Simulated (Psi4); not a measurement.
# UHF/CBS (density fitting, extrapolation scf/jun-cc-pv[dt]z) run of SiH2F (SMILES F[SiH2]), part 1 of 2

Aim: the vertical doublet–quartet gap of SiH2F at UHF/CBS (density fitting, extrapolation scf/jun-cc-pv[dt]z), from 2 runs. Input form: a Python script.

The calculation is run with Psi4 1.11.

3 further runs of the same task are left out: 3 set aside as unsound or not needed.

## Step 1: The system as given

SiH2F: 4 atoms, total charge 0, spin state doublet. As SMILES, `F[SiH2]`. The shape is that of a GFN2-xTB (4 decimals) optimisation.

Bond lengths: F1–Si2 1.621 Å, Si2–H3 1.447 Å, Si2–H4 1.448 Å. Angles: F1–Si2–H3 104.7°, F1–Si2–H4 104.7°, H3–Si2–H4 120.2°.

## Step 2: A single-point energy at UHF/CBS (density fitting, extrapolation scf/jun-cc-pv[dt]z)

fh2si.sdf reads:

```

     RDKit          3D

  4  3  0  0  0  0  0  0  0  0999 V2000
    1.2056    0.6475   -0.4255 F   0  0  0  0  0  0  0  0  0  0  0  0
   -0.1221   -0.2649   -0.2469 Si  0  0  0  0  0  3  0  0  0  0  0  0
   -1.2199    0.6785   -0.2616 H   0  0  0  0  0  0  0  0  0  0  0  0
    0.1365   -1.0611    0.9340 H   0  0  0  0  0  0  0  0  0  0  0  0
  2  1  1  0
  3  2  1  0
  4  2  1  0
M  RAD  1   2   2
M  END
$$$$
```

job.py reads:

```python
import psi4
from rdkit import Chem

psi4.set_memory('1600 MB')
psi4.set_num_threads(1)
psi4.set_output_file('fh2si.out', False)

rd = Chem.SDMolSupplier('fh2si.sdf', removeHs=False, sanitize=False)[0]
xyz = rd.GetConformer().GetPositions()
atoms = '\n'.join(f'{a.GetSymbol()} {x:.4f} {y:.4f} {z:.4f}' for a, (x, y, z) in zip(rd.GetAtoms(), xyz))
molecule = psi4.geometry('0 2\n' + atoms + '\nsymmetry c1\nno_reorient\nno_com')

psi4.set_options(dict(reference='uhf', scf_type='df', freeze_core=True))

result, w = psi4.energy('scf/jun-cc-pv[dt]z', return_wfn=True)
print('E =', round(result, 9))
for k, v in sorted(psi4.core.scalar_variables().items()):
    print(f'{k:45s} {v:18.10f}')
```

On the command line:

```sh
$ python job.py
```

fh2si.out:

```text
Psi4 1.11 release

  //>>>>>>>>>>>>>>>>>>>>>>>>>>>>>>>>>>>//
  //          CBS Computations         //
  //<<<<<<<<<<<<<<<<<<<<<<<<<<<<<<<<<<<//

    -----------------------------------------------------------------------
                               Psi4 1.11 release

    h
    h
    h

    -----------------------------------------------------------------------

    Memory:     1.5 GiB
    Threads:    1
                ecpint, einsums, f̶o̶r̶t̶e̶, gauxc, gcp, g̶d̶m̶a̶, geometric, g̶p̶u̶_̶d̶f̶c̶c̶,
                i̶n̶t̶e̶g̶r̶a̶t̶o̶r̶x̶x̶, i̶p̶i̶, libefp, m̶d̶i̶, m̶p̶2̶d̶, m̶r̶c̶c̶, ooo,
                o̶p̶e̶n̶f̶e̶r̶m̶i̶o̶n̶p̶s̶i̶4̶, pcmsolver, p̶s̶i̶4̶f̶o̶c̶k̶c̶i̶, p̶s̶i̶x̶a̶s̶,
                p̶y̶e̶i̶n̶s̶u̶m̶s̶, r̶e̶s̶p̶, s̶i̶m̶i̶n̶t̶, s̶n̶s̶m̶p̶2̶,
                v̶2̶r̶d̶m̶_̶c̶a̶s̶s̶c̶f̶

   => Loading Basis Set <=

    Name: JUN-CC-PVTZ
    Role: ORBITAL
    Keyword: BASIS

         ---------------------------------------------------------
                                   SCF
                              UHF Reference
                        1 Threads,   1525 MiB Core
         ---------------------------------------------------------

  ==> Geometry <==

    Molecular point group: c1
    Full point group: C1

    Geometry (in Bohr), charge = 0, multiplicity = 2:

       Center              X                  Y                   Z               Mass
    ------------   -----------------  -----------------  -----------------  -----------------
         F            2.278253816852     1.223597666234    -0.804078466382    18.998403162730
         SI          -0.230735559918    -0.500588450634    -0.466573380376    27.976926534650
         H           -2.305276900446     1.282179176123    -0.494352354420     1.007825032230
         H            0.257947616125    -2.005188391723     1.765004201178     1.007825032230

  Running in c1 symmetry.

  Rotational constants: A =      2.53231  B =      0.38589  C =      0.38315 [cm^-1]
  Rotational constants: A =  75916.74199  B =  11568.69494  C =  11486.58749 [MHz]
  Nuclear repulsion =   55.501414093248080

  Charge       = 0
  Multiplicity = 2
  Electrons    = 25
  Nalpha       = 13
  Nbeta        = 12

  ==> Algorithm <==

  SCF Algorithm Type is DF.
  DIIS enabled.
  MOM disabled.
  Fractional occupation disabled.
  Guess Type is SAD.
  Energy threshold   = 1.00e-06
  Density threshold  = 1.00e-06
  Integral threshold = 1.00e-12

  ==> Primary Basis <==

  Basis Set: JUN-CC-PVTZ
    Blend: JUN-CC-PVTZ
    Number of shells: 40
    Number of basis functions: 110
    Number of Cartesian functions: 124
    Spherical Harmonics?: true
    Max angular momentum: 3

   => Loading Basis Set <=

    Name: (JUN-CC-PVTZ AUX)
    Role: JKFIT
    Keyword: DF_BASIS_SCF

  ==> Integral Setup <==

  DFHelper Memory: AOs need 0.029 GiB; user supplied 1.118 GiB.
  SCF_SUBTYPE=INCORE selected. In-core MEM_DF algorithm will be used.
  Using in-core AOs.

  ==> MemDFJK: Density-Fitted J/K Matrices <==

    J tasked:                   Yes
    K tasked:                   Yes
    wK tasked:                   No
    Memory [MiB]:              1144
    Algorithm:                 Core
    Schwarz Cutoff:           1E-12
    Mask sparsity (%):       0.0000
    Fitting Condition:        1E-10

   => Auxiliary Basis Set <=

  Basis Set: (JUN-CC-PVTZ AUX)
    Blend: JUN-CC-PVTZ-JKFIT
    Number of shells: 90
    Number of basis functions: 292
    Number of Cartesian functions: 351
    Spherical Harmonics?: true
    Max angular momentum: 4

  Minimum eigenvalue in the overlap matrix is 7.6719142859E-04.
  Reciprocal condition number of the overlap matrix is 1.2915075303E-04.
    Using symmetric orthogonalization.

  ==> Pre-Iterations <==

  SCF Guess: Superposition of Atomic Densities via on-the-fly atomic UHF (no occupation information).

   -------------------------
    Irrep   Nso     Nmo
   -------------------------
     A        110     110
   -------------------------
    Total     110     110
   -------------------------

  ==> Iterations <==

                           Total Energy        Delta E     RMS |[F,P]|

   @DF-UHF iter SAD:  -388.88763126015181   -3.88888e+02   0.00000e+00
   @DF-UHF iter   1:  -389.54840954664132   -6.60778e-01   3.03902e-03 DIIS/ADIIS
   @DF-UHF iter   2:  -389.58342123840566   -3.50117e-02   2.08270e-03 DIIS/ADIIS
   @DF-UHF iter   3:  -389.59818948809692   -1.47682e-02   2.76275e-04 DIIS/ADIIS
   @DF-UHF iter   4:  -389.59964080825000   -1.45132e-03   8.60687e-05 DIIS
   @DF-UHF iter   5:  -389.59984934647593   -2.08538e-04   2.90062e-05 DIIS
   @DF-UHF iter   6:  -389.59987585499152   -2.65085e-05   9.38678e-06 DIIS
   @DF-UHF iter   7:  -389.59987835572559   -2.50073e-06   3.49296e-06 DIIS
   @DF-UHF iter   8:  -389.59987868727512   -3.31550e-07   9.88359e-07 DIIS
  Energy and wave function converged.

  ==> Post-Iterations <==

   @Spin Contamination Metric:   3.642306530E-03
   @S^2 Expected:                7.500000000E-01
   @S^2 Observed:                7.536423065E-01
   @S   Expected:                5.000000000E-01
   @S   Observed:                5.000000000E-01

    Orbital Energies [Eh]
    ---------------------

    Alpha Occupied:

       1A    -68.828797     2A    -26.283326     3A     -6.174634
       4A     -4.286747     5A     -4.277984     6A     -4.276914
       7A     -1.581479     8A     -0.776779     9A     -0.668304
      10A     -0.665032    11A     -0.631043    12A     -0.514827
      13A     -0.350825

    Alpha Virtual:

      14A      0.044422    15A      0.059743    16A      0.062672
      17A      0.065935    18A      0.122870    19A      0.127944
      20A      0.136910    21A      0.165828    22A      0.168797
[... 28 lines of this table left out ...]
     107A      9.410122   108A      9.439437   109A      9.571142
     110A     12.897069

    Beta Occupied:

       1A    -68.822903     2A    -26.280451     3A     -6.165698
       4A     -4.274378     5A     -4.273411     6A     -4.264478
       7A     -1.573809     8A     -0.752720     9A     -0.661991
      10A     -0.644843    11A     -0.605271    12A     -0.500771

    Beta Virtual:

      13A      0.026390    14A      0.047927    15A      0.060451
      16A      0.069045    17A      0.097448    18A      0.129362
      19A      0.145670    20A      0.152900    21A      0.167698
[... 29 lines of this table left out ...]
     109A      9.574027   110A     12.900018

    Final Occupation by Irrep:
              A
    DOCC [    12 ]
    SOCC [     1 ]
    NA   [    13 ]
    NB   [    12 ]

  @DF-UHF Final Energy:  -389.59987868727512

   => Energetics <=

    Nuclear Repulsion Energy =             55.5014140932480800
    One-Electron Energy =                -652.0651311118483591
    Two-Electron Energy =                 206.9638383313251211
    Total Energy =                       -389.5998786872751793

  UHF NO Occupations:
  HONO-2 :   11  A 1.9998121
  HONO-1 :   12  A 1.9985103
  HONO-0 :   13  A 1.0000000
  LUNO+0 :   14  A 0.0014897
  LUNO+1 :   15  A 0.0001879
  LUNO+2 :   16  A 0.0001112
  LUNO+3 :   17  A 0.0000181

Computation Completed

Properties will be evaluated at   0.000000,   0.000000,   0.000000 [a0]

Properties computed using the SCF density matrix

 Multipole Moments:

 ------------------------------------------------------------------------------------
     Multipole            Electronic (a.u.)      Nuclear  (a.u.)        Total (a.u.)
 ------------------------------------------------------------------------------------

 L = 1.  Multiply by 2.5417464519 to convert [e a0] to [Debye]
 Dipole X            :        -15.7880710           15.2266572           -0.5614138
 Dipole Y            :         -3.6169426            3.2811315           -0.3358111
 Dipole Z            :         12.6463181          -12.4980817            0.1482364
 Magnitude           :                                                    0.6707672

 ------------------------------------------------------------------------------------

	total time  =          3 seconds =       0.05 minutes

    Psi4 run time: 0:00:03.04

    -----------------------------------------------------------------------
                               Psi4 1.11 release

    h
    h
    h

    -----------------------------------------------------------------------

    Memory:     1.5 GiB
    Threads:    1
                ecpint, einsums, f̶o̶r̶t̶e̶, gauxc, gcp, g̶d̶m̶a̶, geometric, g̶p̶u̶_̶d̶f̶c̶c̶,
                i̶n̶t̶e̶g̶r̶a̶t̶o̶r̶x̶x̶, i̶p̶i̶, libefp, m̶d̶i̶, m̶p̶2̶d̶, m̶r̶c̶c̶, ooo,
                o̶p̶e̶n̶f̶e̶r̶m̶i̶o̶n̶p̶s̶i̶4̶, pcmsolver, p̶s̶i̶4̶f̶o̶c̶k̶c̶i̶, p̶s̶i̶x̶a̶s̶,
                p̶y̶e̶i̶n̶s̶u̶m̶s̶, r̶e̶s̶p̶, s̶i̶m̶i̶n̶t̶, s̶n̶s̶m̶p̶2̶,
                v̶2̶r̶d̶m̶_̶c̶a̶s̶s̶c̶f̶

   => Loading Basis Set <=

    Name: JUN-CC-PVDZ
    Role: ORBITAL
    Keyword: BASIS

         ---------------------------------------------------------
                                   SCF
                              UHF Reference
                        1 Threads,   1525 MiB Core
         ---------------------------------------------------------

  ==> Geometry <==

    Molecular point group: c1
    Full point group: C1

    Geometry (in Bohr), charge = 0, multiplicity = 2:

       Center              X                  Y                   Z               Mass
    ------------   -----------------  -----------------  -----------------  -----------------
         F            2.278253816852     1.223597666234    -0.804078466382    18.998403162730
         SI          -0.230735559918    -0.500588450634    -0.466573380376    27.976926534650
         H           -2.305276900446     1.282179176123    -0.494352354420     1.007825032230
         H            0.257947616125    -2.005188391723     1.765004201178     1.007825032230

  Running in c1 symmetry.

  Rotational constants: A =      2.53231  B =      0.38589  C =      0.38315 [cm^-1]
  Rotational constants: A =  75916.74199  B =  11568.69494  C =  11486.58749 [MHz]
  Nuclear repulsion =   55.501414093248080

  Charge       = 0
  Multiplicity = 2
  Electrons    = 25
  Nalpha       = 13
  Nbeta        = 12

  ==> Algorithm <==

  SCF Algorithm Type is DF.
  DIIS enabled.
  MOM disabled.
  Fractional occupation disabled.
  Guess Type is SAD.
  Energy threshold   = 1.00e-06
  Density threshold  = 1.00e-06
  Integral threshold = 1.00e-12

  ==> Primary Basis <==

  Basis Set: JUN-CC-PVDZ
    Blend: JUN-CC-PVDZ
    Number of shells: 24
    Number of basis functions: 50
    Number of Cartesian functions: 52
    Spherical Harmonics?: true
    Max angular momentum: 2

   => Loading Basis Set <=

    Name: (JUN-CC-PVDZ AUX)
    Role: JKFIT
    Keyword: DF_BASIS_SCF

  ==> Integral Setup <==

  DFHelper Memory: AOs need 0.005 GiB; user supplied 1.118 GiB.
  SCF_SUBTYPE=INCORE selected. In-core MEM_DF algorithm will be used.
  Using in-core AOs.

  ==> MemDFJK: Density-Fitted J/K Matrices <==

    J tasked:                   Yes
    K tasked:                   Yes
    wK tasked:                   No
    Memory [MiB]:              1144
    Algorithm:                 Core
    Schwarz Cutoff:           1E-12
    Mask sparsity (%):       0.0000
    Fitting Condition:        1E-10

   => Auxiliary Basis Set <=

  Basis Set: (JUN-CC-PVDZ AUX)
    Blend: JUN-CC-PVDZ-JKFIT
    Number of shells: 84
    Number of basis functions: 246
    Number of Cartesian functions: 281
    Spherical Harmonics?: true
    Max angular momentum: 3

  Minimum eigenvalue in the overlap matrix is 3.6703777562E-03.
  Reciprocal condition number of the overlap matrix is 7.6710108200E-04.
    Using symmetric orthogonalization.

  ==> Pre-Iterations <==

  SCF Guess: Superposition of Atomic Densities via on-the-fly atomic UHF (no occupation information).

   -------------------------
    Irrep   Nso     Nmo
   -------------------------
     A         50      50
   -------------------------
    Total      50      50
   -------------------------

  ==> Iterations <==

                           Total Energy        Delta E     RMS |[F,P]|

   @DF-UHF iter SAD:  -388.85483958183954   -3.88855e+02   0.00000e+00
   @DF-UHF iter   1:  -389.49501644348169   -6.40177e-01   6.31335e-03 DIIS/ADIIS
   @DF-UHF iter   2:  -389.52710053959419   -3.20841e-02   4.26293e-03 DIIS/ADIIS
   @DF-UHF iter   3:  -389.54199521778725   -1.48947e-02   5.34135e-04 DIIS/ADIIS
   @DF-UHF iter   4:  -389.54305772048156   -1.06250e-03   1.24613e-04 DIIS/ADIIS
   @DF-UHF iter   5:  -389.54314886105152   -9.11406e-05   4.38081e-05 DIIS
   @DF-UHF iter   6:  -389.54316123821292   -1.23772e-05   1.49325e-05 DIIS
   @DF-UHF iter   7:  -389.54316259126500   -1.35305e-06   4.33245e-06 DIIS
   @DF-UHF iter   8:  -389.54316269000458   -9.87396e-08   1.24669e-06 DIIS
   @DF-UHF iter   9:  -389.54316269854826   -8.54368e-09   4.15213e-07 DIIS
  Energy and wave function converged.

  ==> Post-Iterations <==

   @Spin Contamination Metric:   2.831838423E-03
   @S^2 Expected:                7.500000000E-01
   @S^2 Observed:                7.528318384E-01
   @S   Expected:                5.000000000E-01
   @S   Observed:                5.000000000E-01

    Orbital Energies [Eh]
    ---------------------

    Alpha Occupied:

       1A    -68.843143     2A    -26.291424     3A     -6.189568
       4A     -4.300769     5A     -4.293657     6A     -4.291450
       7A     -1.587997     8A     -0.780131     9A     -0.669058
      10A     -0.665811    11A     -0.629425    12A     -0.515382
      13A     -0.351766

    Alpha Virtual:

      14A      0.047532    15A      0.065204    16A      0.068474
      17A      0.070688    18A      0.153839    19A      0.189204
      20A      0.201740    21A      0.282874    22A      0.284140
[... 8 lines of this table left out ...]
      47A      3.989769    48A      4.038585    49A      4.065124
      50A      4.290250

    Beta Occupied:

       1A    -68.837508     2A    -26.288474     3A     -6.180854
       4A     -4.290170     5A     -4.287976     6A     -4.279423
       7A     -1.580090     8A     -0.754001     9A     -0.662553
      10A     -0.644063    11A     -0.604175    12A     -0.500808

    Beta Virtual:

      13A      0.024388    14A      0.051756    15A      0.066200
      16A      0.075538    17A      0.105189    18A      0.172660
      19A      0.215917    20A      0.233104    21A      0.285686
[... 9 lines of this table left out ...]
      49A      4.066776    50A      4.294470

    Final Occupation by Irrep:
              A
    DOCC [    12 ]
    SOCC [     1 ]
    NA   [    13 ]
    NB   [    12 ]

  @DF-UHF Final Energy:  -389.54316269854826

   => Energetics <=

    Nuclear Repulsion Energy =             55.5014140932480800
    One-Electron Energy =                -651.7695018735389567
    Two-Electron Energy =                 206.7249250817426400
    Total Energy =                       -389.5431626985482580

  UHF NO Occupations:
  HONO-2 :   11  A 1.9999099
  HONO-1 :   12  A 1.9987655
  HONO-0 :   13  A 1.0000000
  LUNO+0 :   14  A 0.0012345
  LUNO+1 :   15  A 0.0000901
  LUNO+2 :   16  A 0.0000613
  LUNO+3 :   17  A 0.0000203

Computation Completed

Properties will be evaluated at   0.000000,   0.000000,   0.000000 [a0]

Properties computed using the SCF density matrix

 Multipole Moments:

 ------------------------------------------------------------------------------------
     Multipole            Electronic (a.u.)      Nuclear  (a.u.)        Total (a.u.)
 ------------------------------------------------------------------------------------

 L = 1.  Multiply by 2.5417464519 to convert [e a0] to [Debye]
 Dipole X            :        -15.8798366           15.2266572           -0.6531794
 Dipole Y            :         -3.7038037            3.2811315           -0.4226722
 Dipole Z            :         12.6240324          -12.4980817            0.1259507
 Magnitude           :                                                    0.7881362

 ------------------------------------------------------------------------------------

	total time  =          0 seconds =       0.00 minutes

    Psi4 run time: 0:00:00.54

  //>>>>>>>>>>>>>>>>>>>>>>>>>>>>>>>>>>>//
  //            CBS Results            //
  //<<<<<<<<<<<<<<<<<<<<<<<<<<<<<<<<<<<//

   ==> Components <==

  ---------------------------------------------------------------------------------------------------------
                          Method / Basis                      Rqd      Energy [Eh]   Variable
  ---------------------------------------------------------------------------------------------------------
                             scf / jun-cc-pvdz                 *     -389.54316270   SCF TOTAL ENERGY
                             scf / jun-cc-pvtz                 *     -389.59987869   SCF TOTAL ENERGY
  ---------------------------------------------------------------------------------------------------------

   ==> Stages <==

  ---------------------------------------------------------------------------------------------------------
      Stage               Method / Basis                       Wt      Energy [Eh]   Scheme
  ---------------------------------------------------------------------------------------------------------
        scf                  scf / jun-cc-pv[dt]z               1    -389.61369879   scf_xtpl_helgaker_2
  ---------------------------------------------------------------------------------------------------------

   ==> CBS <==

  ---------------------------------------------------------------------------------------------------------
      Stage               Method / Basis                               Energy [Eh]   Scheme
  ---------------------------------------------------------------------------------------------------------
        scf                  scf / jun-cc-pv[dt]z                    -389.61369879   scf_xtpl_helgaker_2
      total                  CBS                                     -389.61369879
  ---------------------------------------------------------------------------------------------------------
```

Standard output:

```text
E = -389.613698795
CBS CORRELATION ENERGY                              0.0000000000
CBS NUMBER                                          2.0000000000
CBS REFERENCE ENERGY                             -389.6136987945
CBS TOTAL ENERGY                                 -389.6136987945
CURRENT CORRELATION ENERGY                          0.0000000000
CURRENT ENERGY                                   -389.6136987945
CURRENT REFERENCE ENERGY                         -389.6136987945
NUCLEAR REPULSION ENERGY                           55.5014140932
```

It took 8.4 s on 1 thread of AMD EPYC 7R43 (Zen 3), shared host; peak memory 0.34 GiB.

(Continued in part 2 of 2.)
